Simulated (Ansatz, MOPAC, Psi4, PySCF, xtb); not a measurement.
Two geometries of SMILES NC, relaxed at B3LYP-D3(BJ)/def2-SVP with one dihedral held; other torsions can differ between them too.

Structure A

```
7

C     -0.5779     0.0981    -0.0649
N      0.8569    -0.0659    -0.2734
H     -1.2318    -0.5996    -0.6300
H     -0.8881     1.1182    -0.3519
H     -0.8148    -0.0120     1.0050
H      1.0494    -0.2576    -1.2572
H      1.1818    -0.8976     0.2212
```

Structure B

```
7

C     -0.5649     0.1259    -0.0312
N      0.8502    -0.1094    -0.2801
H     -1.1697    -0.5733    -0.6323
H     -0.9366     1.1512    -0.2480
H     -0.7973    -0.0870     1.0255
H      1.4188     0.5331     0.2719
H      1.0756     0.0850    -1.2559
```

**Question.** Which is lower in energy at the level CCSD(T) on RHF/cc-pVTZ, frozen core // B3LYP-D3(BJ)/def2-SVP (Ansatz, a quantum-chemistry and plane-wave program), and by how much?

**Answer.** B is lower, by 1.49 kJ/mol (dihedral H3–C1–N2–H6: 40° in A, 180° in B).

E(B) − E(A) in kJ/mol at the other levels, on the same two geometries: B3LYP/def2-TZVP // B3LYP-D3(BJ)/def2-SVP (Psi4) -1.84; B3LYP-D3(BJ)/def2-TZVP // B3LYP-D3(BJ)/def2-SVP (Psi4) -1.84; PBE/def2-TZVP // B3LYP-D3(BJ)/def2-SVP (Psi4) -1.68; PBE-D3(BJ)/def2-TZVP // B3LYP-D3(BJ)/def2-SVP (Psi4) -1.68; wB97X-D/def2-TZVP // B3LYP-D3(BJ)/def2-SVP (Psi4) -1.83; RHF/cc-pVTZ // B3LYP-D3(BJ)/def2-SVP (Ansatz) -2.07; MP2 on RHF/cc-pVTZ, frozen core // B3LYP-D3(BJ)/def2-SVP (Ansatz) -1.60; CCSD on RHF/cc-pVTZ, frozen core // B3LYP-D3(BJ)/def2-SVP (Ansatz) -1.57; PM6, restricted, heats of formation // B3LYP-D3(BJ)/def2-SVP (MOPAC) -0.90; PM7, restricted, heats of formation // B3LYP-D3(BJ)/def2-SVP (MOPAC) -1.51; GFN1-xTB // B3LYP-D3(BJ)/def2-SVP (xtb) -1.35; restricted B3LYP/6-31G*, spherical d // B3LYP-D3(BJ)/def2-SVP (PySCF) -1.90; restricted B3LYP/3-21G // B3LYP-D3(BJ)/def2-SVP (PySCF) -2.71; restricted B3LYP/LANL2DZ // B3LYP-D3(BJ)/def2-SVP (PySCF) -2.94; restricted Hartree-Fock/STO-3G // B3LYP-D3(BJ)/def2-SVP (PySCF) -1.47.
